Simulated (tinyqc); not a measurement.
Inside a calculation. Method: extended Hueckel theory, for BH3. Computed by tinyqc, a small Python program that keeps every step (integrals from PySCF). Settings: charge = 0, K = 2.0, weighted = 1, multiplicity = 1. Command: `OMP_NUM_THREADS=1 python tinyqc.py 25819 25820 out.jsonl` (the two numbers bound the seeds that draw the settings). One thread of a shared host (Intel(R) Xeon(R) Processor @ 2.60GHz), about 0.01 s of CPU time with the checks.

## Overlaps

Geometry (angstrom):
```
atom         x         y        z
B      0.00000   0.00000  0.00800
H      1.16000   0.00000  0.00000
H     -0.58000   1.00500  0.00000
H     -0.58000  -1.00500  0.00000
```

Parameters chosen for this run:
```
element  shell  Slater exponent  H_ii (eV)
H           1s          1.30000  -13.60000
B           2s          1.30000  -15.20000
B           2p          1.30000   -8.50000
```

Slater orbitals, each expanded in six Gaussians scaled to its exponent.

overlap S:
```
          1B 2s    1B 2px    1B 2py    1B 2pz     2H 1s     3H 1s     4H 1s
1B 2s   1.00000   0.00000   0.00000   0.00000   0.50260   0.50243   0.50243
1B 2px  0.00000   1.00000   0.00000   0.00000   0.54054  -0.27014  -0.27014
1B 2py  0.00000   0.00000   1.00000   0.00000   0.00000   0.46808  -0.46808
1B 2pz  0.00000   0.00000   0.00000   1.00000  -0.00373  -0.00373  -0.00373
2H 1s   0.50260   0.54054   0.00000  -0.00373   1.00000   0.10094   0.10094
3H 1s   0.50243  -0.27014   0.46808  -0.00373   0.10094   1.00000   0.10083
4H 1s   0.50243  -0.27014  -0.46808  -0.00373   0.10094   0.10083   1.00000
```

## Wolfsberg-Helmholz matrix

diagonal H_ii (eV): 1B 2s -15.20000, 1B 2px -8.50000, 1B 2py -8.50000, 1B 2pz -8.50000, 2H 1s -13.60000, 3H 1s -13.60000, 4H 1s -13.60000

K = 2.00000

H_ij = K' S_ij (H_ii + H_jj)/2 for i != j (the diagonal keeps H_ii), with K' = K + D^2 + D^4 (1 - K), D = (H_ii - H_jj)/(H_ii + H_jj), K = 2.

H (eV):
```
            1B 2s     1B 2px     1B 2py    1B 2pz      2H 1s      3H 1s      4H 1s
1B 2s   -15.20000    0.00000    0.00000   0.00000  -14.49707  -14.49229  -14.49229
1B 2px    0.00000   -8.50000    0.00000   0.00000  -12.24709    6.12056    6.12056
1B 2py    0.00000    0.00000   -8.50000   0.00000    0.00000  -10.60546   10.60546
1B 2pz    0.00000    0.00000    0.00000  -8.50000    0.08446    0.08442    0.08442
2H 1s   -14.49707  -12.24709    0.00000   0.08446  -13.60000   -2.74556   -2.74556
3H 1s   -14.49229    6.12056  -10.60546   0.08442   -2.74556  -13.60000   -2.74267
4H 1s   -14.49229    6.12056   10.60546   0.08442   -2.74556   -2.74267  -13.60000
```

## Orbitals

valence electrons = 6

Solve H C = S C e through S^(-1/2); fill by pairs from the bottom, a degenerate level sharing its electrons equally; each orbital has its largest coefficient positive (the first on a tie).

orbital energies (eV): -21.43448  -15.55670  -15.55572  -8.50022  18.50006  18.50323  35.71237

occupations: 2.00000  2.00000  2.00000  0.00000  0.00000  0.00000  0.00000

coefficients:
```
             MO1       MO2       MO3       MO4       MO5       MO6       MO7
1B 2s    0.51259   0.00000  -0.00007   0.00637   0.00000  -0.00185   1.56273
1B 2px   0.00001   0.00000   0.44664   0.00000   0.00000   1.32330   0.00220
1B 2py   0.00000   0.44657   0.00000   0.00000   1.32333   0.00000   0.00000
1B 2pz  -0.00030   0.00000   0.00000   0.99997   0.00000   0.00001  -0.01207
2H 1s    0.28616   0.00000   0.54734  -0.00139   0.00000  -1.06990  -0.81936
3H 1s    0.28607   0.47408  -0.27376  -0.00139  -0.92733   0.53644  -0.81667
4H 1s    0.28607  -0.47408  -0.27376  -0.00139   0.92733   0.53644  -0.81667
```

sum of one-electron energies = -105.09379 eV

## Mulliken analysis

P = C n C^T; charge = valence electrons (H 1, B 3) minus the sum of (P S)_ii on the atom; overlap population = 2 sum P_ij S_ij between two atoms.

charges: 1B 0.44172, 2H -0.14720, 3H -0.14726, 4H -0.14726

Overlap populations:
```
pair      value
2-1    0.823401
3-1    0.823250
3-2   -0.027449
4-1    0.823250
4-2   -0.027449
4-3   -0.027416
```
